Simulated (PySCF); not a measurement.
**UHF/3-21G run of CF (SMILES [C]F)**

Aim: the vertical ionisation energy of CF at UHF/3-21G, from 2 runs. The job is set up through a Python script.

The results are computed with PySCF 2.14.0.

6 further runs of the same task are left out: 6 set aside as unsound or not needed.

### 1 Starting point

The species is CF (2 atoms), meant as a doublet with charge 0. As SMILES, `[C]F`. The coordinates come from a PBE0-D4/def2-TZVP relaxation.

Bond lengths: C1–F2 1.268 Å.

### 2 A single-point energy at UHF/3-21G

run.py reads:

```python
from pyscf import gto, scf

mol = gto.M(
    atom='''
C      0.000000     0.000000     0.005820
F      0.000000     0.000000     2.402447
''',
    max_memory=1860,
    verbose=3,
    unit='bohr',
    spin=1,
    basis='3-21g',
)

hf = scf.UHF(mol)
hf.conv_tol = 1e-10
hf.kernel()
if not hf.converged:
    hf = hf.newton().run(hf.mo_coeff, hf.mo_occ)

e_final = hf.e_tot
print(f'total energy: {e_final:.8f} hartree')
```

The run is started by

```console
$ OMP_NUM_THREADS=1 python run.py
```

Log:

```text
converged SCF energy = -136.424268183075  <S^2> = 0.75470969  2S+1 = 2.0047042
total energy: -136.42426818 hartree
```

It took 0.46 s on 1 thread of Arm Neoverse V2, shared host; peak memory 0.099 GiB.

### 3 The singlet cation at the same level

job.py reads:

```python
from pyscf import gto, scf

mol = gto.M(
    atom=[
    ('C', (-0.000000, 0.000000, 0.003080)),
    ('F', (0.000000, -0.000000, 1.271320)),
],
    basis='3-21g',
    charge=1,
    verbose=3,
    max_memory=1860,
)

mf = scf.RHF(mol)
mf.conv_tol = 1e-10
mf.kernel()
if not mf.converged:
    mf = mf.newton().run(mf.mo_coeff, mf.mo_occ)

etot = mf.e_tot
print('E(%s) = %.9f' % ('HF', etot))
```

The run is started by

```console
$ OMP_NUM_THREADS=1 python job.py
```

Log:

```text
converged SCF energy = -136.067293224874
E(HF) = -136.067293225
```

Run time: 0.5 s. Hardware: 1 thread of Arm Neoverse V2, shared host; peak memory 0.099 GiB.

### 4 What came out

At UHF/3-21G:

| quantity | value |
| --- | --- |
| doublet CF: total energy | -136.42427 Eh |
| doublet CF: dipole moment | 0.21 D |
| doublet CF: HOMO energy (highest over α and β) | -10.51 eV |
| doublet CF: LUMO energy (lowest over α and β) | 2.35 eV |
| doublet CF: ⟨S²⟩ | 0.755 |
| singlet cation: total energy | -136.06729 Eh |
| singlet cation: HOMO energy | -26.93 eV |
| singlet cation: LUMO energy | -8.90 eV |
| singlet cation: HOMO–LUMO gap | 18.03 eV |
| vertical ionisation energy (to the singlet cation) | 9.714 eV |

In words: The vertical ionisation energy comes to 9.71 eV (937 kJ/mol). Only the singlet of the ionised species was computed; a triplet could lie lower.
